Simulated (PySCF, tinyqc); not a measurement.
RKS/LDA (PW92) in the sto-3g basis, for CH+, spin multiplicity 1, step by step. The lowest restricted solution is unstable here: a spin-polarised one lies 0.0063 hartree lower (PySCF). Computed by tinyqc, a small Python program that keeps every step (integrals from PySCF). Settings: charge = 1, multiplicity = 1, basis = sto-3g, energy threshold = 1e-10, iteration cap = 63, orthogonalisation = symmetric, start = random, DIIS depth = 0, damping = 0.3, shift = 0.5, method = RKS, functional = lda,pw, grid = [30, 14]. Command: `OMP_NUM_THREADS=1 python tinyqc.py 26965 26966 out.jsonl` (the two numbers bound the seeds that draw the settings). One thread of a shared host (Intel(R) Xeon(R) Processor @ 2.60GHz), about 0.5 s of CPU time with the checks. Later iterations appear only in the table of the cycle.

## One-electron integrals

Geometry (angstrom):
```
atom       x       y       z
C     0.0000  0.0000  0.0000
H     0.0000  0.0000  2.1950
```

Basis sto-3g: exponents (1/bohr^2) and contraction coefficients of normalised primitives:
```
element  l (shell)  exponent  coefficient
C            s (1)   71.6168       0.1543
C            s (1)   13.0451       0.5353
C            s (1)    3.5305       0.4446
C            s (2)    2.9412      -0.1000
C            s (2)    0.6835       0.3995
C            s (2)    0.2223       0.7001
C            p (3)    2.9412       0.1559
C            p (3)    0.6835       0.6077
C            p (3)    0.2223       0.3920
H            s (1)    3.4253       0.1543
H            s (1)    0.6239       0.5353
H            s (1)    0.1689       0.4446
```

Overlap, kinetic and nuclear-attraction integrals over the contracted functions; the nuclear repulsion is the sum of Za Zb / Rab.

nuclear repulsion = 1.446498 hartree

overlap S, order 1C 1s, 1C 2s, 1C 2px, 1C 2py, 1C 2pz, 2H 1s:
```
[[1.0000, 0.2484, 0.0000, 0.0000, 0.0000, 0.0049],
 [0.2484, 1.0000, 0.0000, 0.0000, 0.0000, 0.0905],
 [0.0000, 0.0000, 1.0000, 0.0000, 0.0000, 0.0000],
 [0.0000, 0.0000, 0.0000, 1.0000, 0.0000, 0.0000],
 [0.0000, 0.0000, 0.0000, 0.0000, 1.0000, 0.1179],
 [0.0049, 0.0905, 0.0000, 0.0000, 0.1179, 1.0000]]
```

kinetic energy T (hartree), order 1C 1s, 1C 2s, 1C 2px, 1C 2py, 1C 2pz, 2H 1s:
```
[[15.8911, -0.0859, 0.0000, 0.0000, 0.0000, -0.0022],
 [-0.0859, 0.4722, 0.0000, 0.0000, 0.0000, -0.0150],
 [0.0000, 0.0000, 1.4777, 0.0000, 0.0000, 0.0000],
 [0.0000, 0.0000, 0.0000, 1.4777, 0.0000, 0.0000],
 [0.0000, 0.0000, 0.0000, 0.0000, 1.4777, -0.0021],
 [-0.0022, -0.0150, 0.0000, 0.0000, -0.0021, 0.7600]]
```

nuclear attraction V (hartree), order 1C 1s, 1C 2s, 1C 2px, 1C 2py, 1C 2pz, 2H 1s:
```
[[-33.8938, -4.2521, 0.0000, 0.0000, -0.0042, -0.0845],
 [-4.2521, -5.4308, 0.0000, 0.0000, -0.0487, -0.3137],
 [0.0000, 0.0000, -5.3822, 0.0000, 0.0000, 0.0000],
 [0.0000, 0.0000, 0.0000, -5.3822, 0.0000, 0.0000],
 [-0.0042, -0.0487, 0.0000, 0.0000, -5.4035, -0.3672],
 [-0.0845, -0.3137, 0.0000, 0.0000, -0.3672, -2.6729]]
```

core Hamiltonian H = T + V (hartree), order 1C 1s, 1C 2s, 1C 2px, 1C 2py, 1C 2pz, 2H 1s:
```
[[-18.0027, -4.3380, 0.0000, 0.0000, -0.0042, -0.0867],
 [-4.3380, -4.9586, 0.0000, 0.0000, -0.0487, -0.3287],
 [0.0000, 0.0000, -3.9045, 0.0000, 0.0000, 0.0000],
 [0.0000, 0.0000, 0.0000, -3.9045, 0.0000, 0.0000],
 [-0.0042, -0.0487, 0.0000, 0.0000, -3.9258, -0.3693],
 [-0.0867, -0.3287, 0.0000, 0.0000, -0.3693, -1.9129]]
```

## Two-electron integrals

Functions are numbered as in S; the eight-fold symmetry (ij|kl) = (ji|kl) = (kl|ij) leaves the list below.

Two-electron integrals (ij|kl) in chemists' order, unique and non-zero (hartree):
```
(11|11) 3.5419     (21|11) 0.5769     (21|21) 0.1119     (22|11) 0.8547
(22|21) 0.2053     (22|22) 0.6247     (31|31) 0.0203     (32|31) 0.0309
(32|32) 0.1380     (33|11) 0.8524     (33|21) 0.2053     (33|22) 0.6246
(33|33) 0.6728     (41|41) 0.0203     (42|41) 0.0309     (42|42) 0.1380
(43|43) 0.0363     (44|11) 0.8524     (44|21) 0.2053     (44|22) 0.6246
(44|33) 0.6003     (44|44) 0.6728     (51|51) 0.0203     (52|51) 0.0309
(52|52) 0.1380     (53|53) 0.0363     (54|54) 0.0363     (55|11) 0.8524
(55|21) 0.2053     (55|22) 0.6246     (55|33) 0.6003     (55|44) 0.6003
(55|55) 0.6728     (61|11) 0.0114     (61|21) 0.0022     (61|22) 0.0040
(61|33) 0.0040     (61|44) 0.0040     (61|51) 1.48e-04   (61|52) 2.79e-04
(61|55) 0.0041     (61|61) 4.43e-05   (62|11) 0.0447     (62|21) 0.0110
(62|22) 0.0393     (62|33) 0.0383     (62|44) 0.0383     (62|51) 0.0010
(62|52) 0.0085     (62|55) 0.0413     (62|61) 2.27e-04   (62|62) 0.0043
(63|31) 0.0008     (63|32) 0.0051     (63|53) 0.0015     (63|63) 3.92e-04
(64|41) 0.0008     (64|42) 0.0051     (64|54) 0.0015     (64|64) 3.92e-04
(65|11) 0.0497     (65|21) 0.0123     (65|22) 0.0461     (65|33) 0.0442
(65|44) 0.0442     (65|51) 0.0017     (65|52) 0.0132     (65|55) 0.0499
(65|61) 2.60e-04   (65|62) 0.0058     (65|65) 0.0081     (66|11) 0.2410
(66|21) 0.0599     (66|22) 0.2406     (66|33) 0.2338     (66|44) 0.2338
(66|51) 0.0042     (66|52) 0.0481     (66|55) 0.2542     (66|61) 0.0012
(66|62) 0.0392     (66|65) 0.0590     (66|66) 0.7746
```

## Orthogonalisation

S = U s U^T; symmetric (Loewdin) form X = U s^(-1/2) U^T, so that X^T S X = 1.

eigenvalues of S: [0.7338, 0.8889, 1.0000, 1.0000, 1.1074, 1.2699]

X, order 1C 1s, 1C 2s, 1C 2px, 1C 2py, 1C 2pz, 2H 1s:
```
[[1.0243, -0.1297, 0.0000, 0.0000, -0.0007, 0.0064],
 [-0.1297, 1.0276, 0.0000, 0.0000, 0.0042, -0.0473],
 [0.0000, 0.0000, 1.0000, 0.0000, 0.0000, 0.0000],
 [0.0000, 0.0000, 0.0000, 1.0000, 0.0000, 0.0000],
 [-0.0007, 0.0042, 0.0000, 0.0000, 1.0053, -0.0598],
 [0.0064, -0.0473, 0.0000, 0.0000, -0.0598, 1.0085]]
```

## Starting guess

The start is random orthonormal orbitals; D = 2 C_occ C_occ^T.

D at the start, order 1C 1s, 1C 2s, 1C 2px, 1C 2py, 1C 2pz, 2H 1s:
```
[[1.0277, -0.0761, -0.3696, 0.2595, -0.7213, 0.6487],
 [-0.0761, 1.0821, -0.1555, -0.1577, 0.8471, 0.3509],
 [-0.3696, -0.1555, 1.7418, -0.1514, -0.1108, 0.5044],
 [0.2595, -0.1577, -0.1514, 0.0875, -0.2720, 0.0708],
 [-0.7213, 0.8471, -0.1108, -0.2720, 1.1266, -0.2813],
 [0.6487, 0.3509, 0.5044, 0.0708, -0.2813, 0.9685]]
```

## Iteration 1: exchange-correlation on the grid

Becke grid with 30 radial and 14 angular points per atom, points of zero weight dropped. rho = sum D_ij phi_i phi_j; V_xc,ij = sum w v_xc phi_i phi_j; v_xc is d(rho eps)/d rho.

The 8 grid points with the largest w rho, of 828 (bohr, atomic units):
```
x              y       z       w     rho   eps_xc     v_xc
-0.8549  -0.8549  0.8549  0.5800  0.1481  -0.4469  -0.5846
-0.7033  -0.7033  0.7033  0.3420  0.2417  -0.5199  -0.6810
0.8549   -0.8549  0.8549  0.5800  0.1412  -0.4404  -0.5760
0.0000    0.0000  1.4807  0.5043  0.1617  -0.4592  -0.6008
0.0000    0.0000  1.2181  0.3025  0.2626  -0.5335  -0.6988
0.7033   -0.7033  0.7033  0.3420  0.2274  -0.5102  -0.6682
-1.4807   0.0000  0.0000  0.5164  0.1503  -0.4490  -0.5873
-1.2181   0.0000  0.0000  0.3041  0.2444  -0.5217  -0.6833
```

electrons on the grid, sum of w rho = 5.9937

E_xc = sum of w rho eps_xc = -3.367393 hartree

V_xc (hartree), order 1C 1s, 1C 2s, 1C 2px, 1C 2py, 1C 2pz, 2H 1s:
```
[[-1.7579, -0.2732, 0.0100, -0.0035, 0.0028, -0.0054],
 [-0.2732, -0.5115, 0.0142, 0.0093, -0.0550, -0.0345],
 [0.0100, 0.0142, -0.5474, 0.0077, 0.0034, 0.0004],
 [-0.0035, 0.0093, 0.0077, -0.4611, 0.0117, 0.0007],
 [0.0028, -0.0550, 0.0034, 0.0117, -0.5185, -0.0439],
 [-0.0054, -0.0345, 0.0004, 0.0007, -0.0439, -0.4074]]
```

## Iteration 1: building the Kohn-Sham matrix

J_ij = sum D_kl (ij|kl); F = H + J + V_xc; E = tr D H + tr D J / 2 + E_xc + E_nn.

Coulomb J (hartree), order 1C 1s, 1C 2s, 1C 2px, 1C 2py, 1C 2pz, 2H 1s:
```
[[7.2484, 1.4666, -0.0238, 0.0009, 0.0270, 0.0292],
 [1.4666, 3.6092, -0.0606, -0.0268, 0.2347, 0.2541],
 [-0.0238, -0.0606, 3.6551, -0.0110, -0.0065, -0.0021],
 [0.0009, -0.0268, -0.0110, 3.5351, -0.0195, -0.0019],
 [0.0270, 0.2347, -0.0065, -0.0195, 3.6291, 0.3131],
 [0.0292, 0.2541, -0.0021, -0.0019, 0.3131, 2.0346]]
```

Kohn-Sham matrix F (hartree), order 1C 1s, 1C 2s, 1C 2px, 1C 2py, 1C 2pz, 2H 1s:
```
[[-12.5123, -3.1446, -0.0138, -0.0026, 0.0256, -0.0630],
 [-3.1446, -1.8609, -0.0464, -0.0175, 0.1311, -0.1091],
 [-0.0138, -0.0464, -0.7968, -0.0032, -0.0031, -0.0018],
 [-0.0026, -0.0175, -0.0032, -0.8305, -0.0078, -0.0013],
 [0.0256, 0.1311, -0.0031, -0.0078, -0.8151, -0.1001],
 [-0.0630, -0.1091, -0.0018, -0.0013, -0.1001, -0.2857]]
```

total energy of this density = -26.595364 hartree

This density is the starting one.

## Iteration 1: diagonalisation and new density

A level shift of 0.5 hartree raises the virtual space: F + shift (S - S D(s) S), with D(s) the density of one spin (D/2). Diagonalise F' = X^T F X, C = X C', fill 3 alpha and 3 beta electrons from the bottom; D = 2 C_occ C_occ^T; the new density keeps 0.3 of the old one (damping). Each column has its largest component positive (the first on a tie).

F' = X^T F X (hartree):
```
[[-12.0766, -1.5047, 0.0885, -0.0598, 0.1497, -0.1543],
 [-1.5047, -1.1016, -0.0015, 0.0124, -0.0565, -0.1802],
 [0.0885, -0.0015, -0.7322, 0.0346, 0.0170, -0.1218],
 [-0.0598, 0.0124, 0.0346, -0.3524, 0.0589, -0.0118],
 [0.1497, -0.0565, 0.0170, 0.0589, -0.5843, -0.0126],
 [-0.1543, -0.1802, -0.1218, -0.0118, -0.0126, -0.0169]]
```

orbital energies (hartree): [-12.2843, -0.9493, -0.7499, -0.5767, -0.3363, 0.0326]

coefficients C, order 1C 1s, 1C 2s, 1C 2px, 1C 2py, 1C 2pz, 2H 1s:
```
[[0.9977, -0.2491, 0.0452, 0.0734, 0.0024, 0.0344],
 [0.0079, 0.9735, -0.1644, -0.2316, -0.0194, -0.2148],
 [-0.0074, 0.1532, 0.9682, 0.0949, 0.0749, -0.1565],
 [0.0049, -0.0576, -0.0507, -0.2384, 0.9667, -0.0522],
 [-0.0130, 0.1994, -0.1537, 0.9441, 0.2328, -0.0714],
 [0.0152, 0.1269, 0.1427, -0.0689, 0.0514, 0.9894]]
```

D after iteration 1, order 1C 1s, 1C 2s, 1C 2px, 1C 2py, 1C 2pz, 2H 1s:
```
[[1.7916, -0.3617, -0.1133, 0.1016, -0.3139, 0.1806],
 [-0.3617, 1.6894, -0.0609, -0.1140, 0.5612, 0.2455],
 [-0.1133, -0.0609, 1.8678, -0.1265, -0.1987, 0.3718],
 [0.1016, -0.1140, -0.1265, 0.0345, -0.0869, 0.0010],
 [-0.3139, 0.5612, -0.1987, -0.0869, 0.4270, -0.0800],
 [0.1806, 0.2455, 0.3718, 0.0010, -0.0800, 0.3419]]
```

## Iteration 2: exchange-correlation on the grid

As before.

The 8 grid points with the largest w rho, of 828 (bohr, atomic units):
```
x              y       z       w     rho   eps_xc     v_xc
-1.4807   0.0000  0.0000  0.5164  0.1646  -0.4617  -0.6042
-1.2181   0.0000  0.0000  0.3041  0.2672  -0.5364  -0.7027
1.4807    0.0000  0.0000  0.5164  0.1566  -0.4547  -0.5949
1.2181    0.0000  0.0000  0.3041  0.2531  -0.5274  -0.6908
-0.8549  -0.8549  0.8549  0.5800  0.1265  -0.4257  -0.5567
-1.7817   0.0000  0.0000  0.8548  0.0842  -0.3757  -0.4908
-0.7033  -0.7033  0.7033  0.3420  0.2072  -0.4957  -0.6490
-0.8549   0.8549  0.8549  0.5800  0.1200  -0.4189  -0.5478
```

electrons on the grid, sum of w rho = 5.9942

E_xc = sum of w rho eps_xc = -4.411272 hartree

V_xc (hartree), order 1C 1s, 1C 2s, 1C 2px, 1C 2py, 1C 2pz, 2H 1s:
```
[[-2.0613, -0.3043, 0.0026, -0.0001, -0.0029, -0.0061],
 [-0.3043, -0.5186, 0.0034, 0.0087, -0.0442, -0.0312],
 [0.0026, 0.0034, -0.5643, 0.0062, 0.0084, 0.0003],
 [-0.0001, 0.0087, 0.0062, -0.4807, 0.0036, 0.0004],
 [-0.0029, -0.0442, 0.0084, 0.0036, -0.5010, -0.0376],
 [-0.0061, -0.0312, 0.0003, 0.0004, -0.0376, -0.3004]]
```

## Iteration 2: building the Kohn-Sham matrix

As before.

Coulomb J (hartree), order 1C 1s, 1C 2s, 1C 2px, 1C 2py, 1C 2pz, 2H 1s:
```
[[9.4585, 1.8025, -0.0077, -0.0029, 0.0236, 0.0357],
 [1.8025, 3.9886, -0.0200, -0.0252, 0.1541, 0.2525],
 [-0.0077, -0.0200, 4.0608, -0.0092, -0.0133, -0.0011],
 [-0.0029, -0.0252, -0.0092, 3.9278, -0.0063, -0.0013],
 [0.0236, 0.1541, -0.0133, -0.0063, 3.9638, 0.2990],
 [0.0357, 0.2525, -0.0011, -0.0013, 0.2990, 1.6749]]
```

Kohn-Sham matrix F (hartree), order 1C 1s, 1C 2s, 1C 2px, 1C 2py, 1C 2pz, 2H 1s:
```
[[-10.6055, -2.8399, -0.0052, -0.0030, 0.0165, -0.0571],
 [-2.8399, -1.4886, -0.0166, -0.0165, 0.0611, -0.1075],
 [-0.0052, -0.0166, -0.4080, -0.0030, -0.0048, -0.0009],
 [-0.0030, -0.0165, -0.0030, -0.4574, -0.0027, -0.0009],
 [0.0165, 0.0611, -0.0048, -0.0027, -0.4630, -0.1078],
 [-0.0571, -0.1075, -0.0009, -0.0009, -0.1078, -0.5384]]
```

total energy of this density = -34.086048 hartree

This density is a damped mixture and is not idempotent.

## Iteration 2: diagonalisation and new density

As before.

F' = X^T F X (hartree):
```
[[-10.3234, -1.4477, 0.0269, -0.0226, 0.0639, -0.0343],
 [-1.4477, -0.8894, -0.0021, 0.0085, -0.0666, -0.1342],
 [0.0269, -0.0021, -0.3749, 0.0286, 0.0392, -0.0889],
 [-0.0226, 0.0085, 0.0286, 0.0340, 0.0189, 0.0024],
 [0.0639, -0.0666, 0.0392, 0.0189, -0.0602, -0.0506],
 [-0.0343, -0.1342, -0.0889, 0.0024, -0.0506, -0.1187]]
```

orbital energies (hartree): [-10.5412, -0.7128, -0.4017, -0.1010, -0.0191, 0.0432]

coefficients C, order 1C 1s, 1C 2s, 1C 2px, 1C 2py, 1C 2pz, 2H 1s:
```
[[0.9937, -0.2689, 0.0328, 0.0718, -0.0029, -0.0038],
 [0.0239, 0.9873, -0.1239, -0.2847, 0.0545, 0.0203],
 [-0.0025, 0.0643, 0.9592, -0.1479, 0.1968, 0.1231],
 [0.0020, -0.0216, -0.0572, -0.0472, -0.3366, 0.9385],
 [-0.0054, 0.1168, -0.1111, 0.5779, 0.7531, 0.2951],
 [0.0048, 0.1757, 0.2488, 0.7108, -0.6291, -0.1707]]
```

D after iteration 2, order 1C 1s, 1C 2s, 1C 2px, 1C 2py, 1C 2pz, 2H 1s:
```
[[2.0228, -0.4527, -0.0177, 0.0388, -0.1508, 0.0061],
 [-0.4527, 1.8936, -0.0958, -0.0540, 0.3489, 0.2735],
 [-0.0177, -0.0958, 1.8543, -0.1168, -0.1983, 0.4615],
 [0.0388, -0.0540, -0.1168, 0.0156, -0.0207, -0.0249],
 [-0.1508, 0.3489, -0.1983, -0.0207, 0.1645, -0.0340],
 [0.0061, 0.2735, 0.4615, -0.0249, -0.0340, 0.2325]]
```

## Convergence

Stop when the energy changes by less than 1e-10 hartree and every element of the error matrix X^T (F D S - S D F) X is below 3e-06.

Course of the cycle:
```
iteration  E (hartree)     change  largest element of the error matrix
1           -26.595364          -                             8.69e+00
2           -34.086048  -7.49e+00                             2.43e+00
3           -36.086963  -2.00e+00                             7.93e-01
4           -36.701903  -6.15e-01                             2.69e-01
5           -36.905645  -2.04e-01                             8.60e-02
6           -36.973456  -6.78e-02                             4.94e-02
7           -36.999537  -2.61e-02                             5.07e-02
8           -37.012514  -1.30e-02                             5.23e-02
9           -37.021236  -8.72e-03                             5.31e-02
10          -37.028523  -7.29e-03                             5.34e-02
11          -37.035259  -6.74e-03                             5.32e-02
12          -37.041689  -6.43e-03                             5.26e-02
13          -37.047850  -6.16e-03                             5.17e-02
14          -37.053706  -5.86e-03                             5.04e-02
...                ...        ...                                  ...
50          -37.108274  -1.27e-04                             7.48e-03
51          -37.108388  -1.14e-04                             7.09e-03
52          -37.108491  -1.02e-04                             6.71e-03
53          -37.108583  -9.19e-05                             6.35e-03
54          -37.108665  -8.24e-05                             6.02e-03
55          -37.108739  -7.38e-05                             5.70e-03
56          -37.108805  -6.62e-05                             5.39e-03
57          -37.108864  -5.93e-05                             5.10e-03
58          -37.108917  -5.31e-05                             4.83e-03
59          -37.108965  -4.76e-05                             4.57e-03
60          -37.109008  -4.26e-05                             4.33e-03
61          -37.109046  -3.82e-05                             4.10e-03
62          -37.109080  -3.42e-05                             3.88e-03
63          -37.109111  -3.06e-05                             3.67e-03
```

PySCF RKS in the same basis, fine grid = -37.107594 hartree

Not converged within the cap of 63 iterations: the residual falls steadily but slowly, by a factor of about 0.95 a step. Reruns (cap 100 unless said): DIIS 8: converged in 25; damping 0.5: not converged; level shift 0.5: not converged; atomic densities as start, DIIS 8: converged in 12; the original settings with a cap of 400: converged in 192.
